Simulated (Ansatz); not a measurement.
# SiHClO (SMILES O[Si]Cl) at 6 levels

Aim: a comparison of 6 runs (UHF/STO-3G, B2PLYP/STO-3G, UB3LYP/STO-3G, wB97M-V/STO-3G, wB97X/STO-3G, CCSDT(Q)/STO-3G) of SiHClO. 

The calculation is run with Ansatz 0.2.0.

82 further runs of the same task are left out: 1 that didn't finish, 81 set aside as unsound or not needed.

## (1) The system as given

SiHClO has 4 atoms, charge 0, and is taken as a singlet. As SMILES, `O[Si]Cl`. The Si2–O1 distance was set to 3.273 Å, away from the relaxed value. At this shape a bond of the SMILES string is far longer than usual.

Bond lengths: Si2–Cl3 2.110 Å, O1–H4 0.963 Å.

## (2) A single-point energy at UHF/STO-3G (run 1)

Input file molecule.yaml:

```yaml
crystal:
  periodic: [false, false, false]
  atoms:
    - {symbol: O, position_ang: [-1.389395, 1.690086, -1.264390]}
    - {symbol: Si, position_ang: [-0.434200, -0.789700, 0.647000]}
    - {symbol: Cl, position_ang: [1.662300, -0.701000, 0.421400]}
    - {symbol: H, position_ang: [-0.738395, 2.220286, -1.735690]}
basis:
  gaussian: {orbitals: STO-3G}
accuracy: high
magnetization: {spin_polarized: true, initial_magnetization: 0}
hamiltonian: {xc: hf}
```

The run is started by

```sh
ansatz run molecule.yaml --threads 1 --pin off --max-ram 2610MiB --events-out events.jsonl --progress --plain --runs-dir runs
```

Log:

```text
Warning: RAYON_NUM_THREADS=1 ignored (pool sized by the plan → 1); use --threads N
Functional definition: HF
  name "HF"
  exchange = exact_x
  correlation = 0
401 factors; integrals over basis functions are off by at most 3.2e-8 eV
mean field evaluation 1: about -22151.3299 eV, gradient 2.2e1 eV
mean field evaluation 2: about -22151.3664 eV, gradient 2.2e1 eV
mean field evaluation 4: about -22154.1406 eV, gradient 1.6e1 eV
mean field evaluation 8: about -22109.4301 eV, gradient 8.3e1 eV
mean field evaluation 16: about -22159.0868 eV, gradient 4.0e-2 eV
mean field evaluation 32: about -22164.4842 eV, gradient 6.8e-1 eV
mean field evaluation 64: about -22164.4818 eV, gradient 1.2e-1 eV
mean field evaluation 96: about -22164.4523 eV, gradient 9.0e-2 eV
mean field evaluation 128: about -22164.4313 eV, gradient 6.0e-1 eV
mean field evaluation 160: about -22164.4128 eV, gradient 2.3e-1 eV
mean field evaluation 192: about -22158.7928 eV, gradient 5.1e0 eV
mean field evaluation 224: about -22155.7184 eV, gradient 1.9e0 eV
mean field evaluation 256: about -22159.0857 eV, gradient 5.4e-5 eV
mean field evaluation 288: about -22164.5028 eV, gradient 7.2e-2 eV
mean field -22164.50191059 eV, -814.5304215751 hartree, gradient 7.4e-8 eV, S^2 1.005681; 5 other end points of the search recorded, 0 dependent functions left out
reference -22164.50191059 eV, -814.5304215751 hartree; 20, 20 occupied and 4, 4 virtual orbitals, 401 factors
Total energy: -22164.50191059 eV, -814.5304215751 hartree
```

Run time: 0.95 s. Hardware: 1 thread of Arm Neoverse V1, shared host.

## (3) The energy at B2PLYP/STO-3G (run 2)

molecule.yaml: that of step 2 with these lines changed.

```diff
@@ -8,5 +8,8 @@
 basis:
-  gaussian: {orbitals: STO-3G}
+  gaussian:
+    orbitals: STO-3G
+hamiltonian:
+  xc: {name: B2PLYP}
+correlation:
+  frozen_orbitals: {Cl: 5, H: 0, O: 1, Si: 5}
 accuracy: high
-magnetization: {spin_polarized: true, initial_magnetization: 0}
-hamiltonian: {xc: hf}
```

The run is started by

```sh
ansatz run molecule.yaml --threads 1 --pin off --max-ram 2610MiB --events-out events.jsonl --progress --plain --runs-dir runs
```

Log, shortened:

```text
Warning: RAYON_NUM_THREADS=1 ignored (pool sized by the plan → 1); use --threads N
Functional definition: B2PLYP
  name "B2PLYP"
[...]
401 factors; integrals over basis functions are off by at most 3.2e-8 eV
[...]
mean field -22188.93958333 eV, -815.4284894841 hartree, gradient 2.3e-8 eV, S^2 0.000000; 6 other end points of the search recorded, 0 dependent functions left out; unrestricted orbitals would lower it
11 core orbitals not correlated: weight in the atoms' cores, before any rotation towards them, 1.000 or more for the frozen orbitals, at most 0.000 for the correlated occupied ones
reference -22188.93960243 eV, -815.4284901858 hartree; 9, 9 occupied and 4, 4 virtual orbitals, 401 factors
second order -8.54949813 eV of doubles, -0.00000000 eV of singles
Total energy: -22191.24796692 eV, -815.5133210163 hartree
```

Wall time 2.6 s (1 thread of Arm Neoverse V1, shared host); peak memory 0.099 GiB.

Runs 3 to 5 aren't shown in full; the table further down has their settings and results.

## (4) A single-point energy at CCSDT(Q)/STO-3G (run 6)

Input file in.yaml:

```yaml
basis:
  gaussian:
    orbitals: STO-3G
crystal:
  periodic: [false, false, false]
  atoms:
    - {symbol: O, position_ang: [-1.389395, 1.690086, -1.264390]}
    - {symbol: Si, position_ang: [-0.434200, -0.789700, 0.647000]}
    - {symbol: Cl, position_ang: [1.662300, -0.701000, 0.421400]}
    - {symbol: H, position_ang: [-0.738395, 2.220286, -1.735690]}
correlation:
  method: ccsdt_q
  frozen_orbitals: {Cl: 5, H: 0, O: 1, Si: 5}
accuracy: high
scf:
  omitted_lower_state_checks: [cluster_reference, increment]
```

The run is started by

```sh
ansatz run in.yaml --threads 1 --pin off --max-ram 2610MiB --events-out events.jsonl --progress --plain --runs-dir runs
```

Log:

```text
Warning: RAYON_NUM_THREADS=1 ignored (pool sized by the plan → 1); use --threads N
[... 14 lines left out ...]
11 core orbitals not correlated: weight in the atoms' cores, before any rotation towards them, 1.000 or more for the frozen orbitals, at most 0.000 for the correlated occupied ones
[... 95 lines left out ...]
WARN: these amplitudes may be one of several solutions (largest doubles amplitude 0.90, level shift 12.46 eV)
Total energy: -22166.02352784 eV, -814.5863399777 hartree
Checks for a lower state left out: cluster_reference, increment
```

It took 0.93 s on 1 thread of Arm Neoverse V1, shared host.

## (5) Overview of the runs

| run | level | frozen core orbitals | energy (Eh) | wall time |
| --- | --- | --- | --- | --- |
| 1 | UHF/STO-3G | – | -814.530422 | 0.95 s |
| 2 | B2PLYP/STO-3G | 11 | -815.513321 | 2.6 s |
| 3 | UB3LYP/STO-3G | – | -815.930556 | 6.6 s |
| 4 | wB97M-V/STO-3G | – | -815.937897 | 19 s |
| 5 | wB97X/STO-3G | – | -815.838582 | 6 s |
| 6 | CCSDT(Q)/STO-3G | 11 | -814.586340 | 0.93 s |

## (6) Summary of results

```
                                           quantity          value
                                run 6: total energy  -814.58634 Eh
run 6: correlation energy (11 core orbitals frozen)     -255.0 mEh
                               run 6: T1 diagnostic          0.067
```

In words: Totals of different functionals can't be ranked against each other. In runs 2, 6 the log says that unrestricted orbitals would lower the reference, so the values rest on an unstable closed-shell determinant (other closed-shell runs at this shape may share the fault). In runs 1, 2, 3, 4, 5, 6 the basis is minimal, so the values are rough. In runs 2, 4, 5 a closed-shell determinant meets a far-stretched bond, which it describes badly. Spin contamination of the reference: run 1 ⟨S²⟩ = 1.01, run 3 ⟨S²⟩ = 0.92. Where it is this large, the reference is a mixture of spin states, and values that rest on it are in doubt. All runs together took 36 s, the longest 19 s.
